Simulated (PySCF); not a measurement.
Species: C3H3 (charge +1).
SMILES: `c1c[cH+]1`

The geometry is computed with GFN2-xTB (gas phase).

Masses are those of the commonest isotopes; rigid-rotor values at the optimised geometry. 

What are A, B and C (MHz)?

Ia = 16.67, Ib = 16.67, Ic = 33.34 u·Å²; 505379 MHz·u·Å²/I gives A = 30323, B = 30317, C = 15160 MHz.

Classify the top.

An oblate symmetric top, as the point group D3h requires two equal moments; the computed ones differ by 0.02 % because the geometry is symmetric only within the optimiser's tolerance: κ = (2 × 30317 − 30323 − 15160)/(30323 − 15160) = 1.00.

What does the inertial defect say?

Planar: Δ = Ic − Ia − Ib = 0.00 u·Å². For a rigid frame Δ = −2 Σ m c², so it vanishes when all atoms lie in the ab plane; here none is more than 0.01 Å from it.

Estimate the classical rotational partition function at 10 K, 50 K and 200 K.

Point group D3h, symmetry number σ = 6; q = (√π/σ)·√((kT/h)³/(ABC)), k/h = 20836.6 MHz/K: 7.5 at 10 K, 84.1 at 50 K, 673 at 200 K.

No frequency check. No vibrational averaging or centrifugal distortion is included, and the geometry carries the error of its method.
